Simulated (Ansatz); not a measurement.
Results of PBEsol (plane waves, PAW; Ansatz, a quantum-chemistry and plane-wave program) for hcp Re.

Numerical settings: plane-wave cutoff 520 eV, 16×16×10 k mesh (along the axes of the cell as run), Fermi–Dirac smearing 0.1 eV, perturbation theory, force constants from a 4×4×2 q mesh, no spin polarisation, scalar-relativistic PAW data made under PBE.

Q: Estimate the zero-point energy that the calculation returns.

A: 
- zero-point energy = 0.026 eV/atom

Spin–orbit coupling is not included.

It cost roughly 15 core-minutes of CPU time.
